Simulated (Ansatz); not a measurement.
```yaml
crystal:
  periodic: [false, false, false]
  atoms:
    - {symbol: Cr, position_ang: [-0.936820, 0.005565, 0.005392]}
    - {symbol: Si, position_ang: [1.517163, -0.009012, -0.008733]}
    - {symbol: H, position_ang: [2.009288, -1.409050, -0.006543]}
    - {symbol: H, position_ang: [2.028683, 0.690897, 1.195747]}
    - {symbol: H, position_ang: [2.014703, 0.682198, -1.224043]}
basis:
  gaussian: {orbitals: def2-TZVP}
total_charge: 1
magnetization: {spin_polarized: true, initial_magnetization: 4}
hamiltonian: {xc: pbe0}
relax: {f_tol: 0.004, max_steps: 80}
```

```sh
$ ansatz run in.yaml --threads 1 --pin off --events-out ev --progress --plain --max-ram 2176MiB
```

Steps of the relaxation (energy above the last step; positions in Å, forces in eV/Å):

```
5
step 1, 83.1 meV
Cr   -0.937    0.006    0.005   -0.617    0.004    0.004
Si    1.517   -0.009   -0.009    1.264   -0.008   -0.007
H     2.009   -1.409   -0.007   -0.217   -0.147    0.002
H     2.029    0.691    1.196   -0.215    0.076    0.129
H     2.015    0.682   -1.224   -0.216    0.075   -0.127
```

```
5
step 2, 8.0 meV
Cr   -0.925    0.005    0.005   -0.204    0.001    0.001
Si    1.615   -0.010   -0.009    0.212   -0.001   -0.001
H     1.972   -1.460   -0.006   -0.002    0.181   -0.001
H     1.993    0.717    1.240   -0.004   -0.091   -0.157
H     1.978    0.708   -1.268   -0.002   -0.090    0.157
```

```
5
step 3, 0.4 meV
Cr   -0.967    0.006    0.006   -0.014    0.000    0.000
Si    1.612   -0.010   -0.009    0.083    0.000    0.000
H     1.987   -1.448   -0.006   -0.022    0.054    0.000
H     2.007    0.711    1.230   -0.023   -0.027   -0.047
H     1.993    0.702   -1.258   -0.023   -0.027    0.047
```

```
5
step 5, 0.0 meV
Cr   -0.967    0.006    0.006    0.000    0.000    0.000
Si    1.617   -0.010   -0.009    0.000    0.000    0.000
H     1.986   -1.446   -0.006    0.000    0.000    0.000
H     2.006    0.710    1.228    0.000    0.000    0.000
H     1.992    0.701   -1.256    0.000    0.000    0.000
```

Close pairs at the end: Si2–H5 1.483 Å, Si2–H4 1.483 Å, Si2–H3 1.483 Å, Cr1–Si2 2.584 Å.

A stationary point of unrestricted PBE0 after 5 steps, with ⟨S²⟩ = 6.463 against 6.00 for a pure state; no frequencies were run, so it isn't proven a minimum. 81 s on 1 thread of Arm Neoverse V1, shared host.
